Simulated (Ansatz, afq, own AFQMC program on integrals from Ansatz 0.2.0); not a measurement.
AFQMC on a folder of integrals that Ansatz 0.2.0 wrote.

```yaml
crystal:
  periodic: [false, false, false]
  atoms:
    - {symbol: B, position_ang: [-0.640793, 0.000000, 0.384749]}
    - {symbol: B, position_ang: [0.610339, 0.000000, -0.483192]}
    - {symbol: H, position_ang: [0.326650, 0.000000, 1.055888]}
basis:
  gaussian: {orbitals: 6-31G}
magnetization: {spin_polarized: false, initial_magnetization: 1}
correlation: {method: ccsd_t, electrons: outside_noble_gas, hamiltonian_folder: ham}
```

```sh
$ ansatz run in.yaml --threads 1 --pin off --events-out ev --progress --plain --max-ram 16896MiB --backend cuda --devices 0, --max-vram 18GiB
```

Options of the walk:

```
--method phaseless --trial cisd --walkers 160 --populations 1 --least-time 40 --time-step 0.005 --steps-per-block 10 --equilibration-blocks 60 --max-blocks 800 --target-error 0.00064 --factor-cut 1e-06 --start spin_pure --seed 8723 --taylor-order 6
```

Times are imaginary, in 1/Eh. The walk had a cap of 60 s.

Log:

```
orbitals 18  electrons 4 3  factors 136 of 284
reference energy -49.62553621 Eh
CCSD correlation -0.16771437 Eh in 21 cycles, weight of the determinant in the CISD state 0.7745
energy of the start -49.793249 Eh
 block  time / (1/Eh)  mean weight  energy / Eh
     1     0.050  0.9996  -49.792680
     2     0.100  0.9998  -49.792363
     3     0.150  0.9996  -49.792152
     4     0.200  1.0004  -49.792019
     5     0.250  1.0004  -49.791927
     7     0.350  0.9999  -49.791821
     9     0.450  1.0002  -49.791754
    16     0.800  0.9997  -49.795367
    46     2.300  0.9998  -49.798283
    61     3.050  1.0003  -49.797900
    76     3.800  0.9995  -49.802232
   106     5.300  0.9992  -49.805001
   136     6.800  0.9998  -49.800186
   166     8.300  0.9990  -49.803469
   196     9.800  1.0007  -49.800721
   226    11.300  0.9998  -49.803128
   256    12.800  1.0007  -49.808076
   286    14.300  1.0007  -49.798548
   316    15.800  1.0010  -49.804824
   346    17.300  0.9996  -49.800081
   376    18.800  0.9995  -49.802193
   406    20.300  1.0006  -49.802304
   436    21.800  0.9998  -49.802913
   466    23.300  1.0010  -49.804021
   496    24.800  0.9998  -49.799511
   526    26.300  1.0003  -49.802628
   556    27.800  1.0007  -49.809204
   586    29.300  0.9995  -49.798565
   601    30.050  0.9994  -49.816785
blocks merged  error / Eh  count
     1  0.000215  547
     2  0.000289  273
     4  0.000388  136
     8  0.000500  68
    16  0.000610  34
    32  0.000695  17
    64  0.000901  8
energy -49.803870 +/- 0.000695 Eh
(rows thinned)
```

The time cap ended the run before it passed its tests.

Against this walk (error 18.9 meV) on the same determinant: CCSD(T) 43.3 meV lower, CCSDT(Q) 78.4 meV lower, CCSDTQ 78.5 meV lower, full CI 82.2 meV lower, a separate phaseless walk with a CISD trial and standard settings 20.6 ± 19.6 meV higher (within the noise). The error is statistical and leaves out the bias of the constraint. Full CI is exact here, so the walk's 82 meV above it is the walk's own error: the bias of the constraint with this trial, or a walk that hasn't relaxed.

Cautions: constraint bias not in the error; error not settled; error above the target (18.9 against 17.4 meV); a spin-contaminated unrestricted determinant lies lower (UHF 1.97 eV lower, ⟨S²⟩ 1.71); the search met a lower determinant of the same kind, perhaps of another symmetry (284 meV lower), and this one is a saddle point; strong correlation (T1 0.053, weight of the determinant 0.77, largest double 0.34); (T) is large, 7 % of the CCSD correlation; the CCSD(T) amplitudes may be one of several solutions (largest double 0.34); the CCSDT(Q) amplitudes may be one of several solutions (largest double 0.39); the CCSDTQ amplitudes may be one of several solutions (largest double 0.39); the sampling time fell short of the least asked.

The walk took 60 s on 1 × NVIDIA H100 80GB HBM3 with 2 threads of AMD EPYC 7R13 Processor (Zen 3), with other jobs on the host (the card was shared). The log's last line is the phaseless energy.

CCSDT and higher add their correlation energy to the determinant of the CCSD(T) run, since their own runs factorise the integrals more tightly (a shift of under 2 meV). A walk keeps the symmetry of its determinant, which the program's search chose and which needn't be the lowest solution, so a lower state of the same spin and another symmetry isn't excluded.
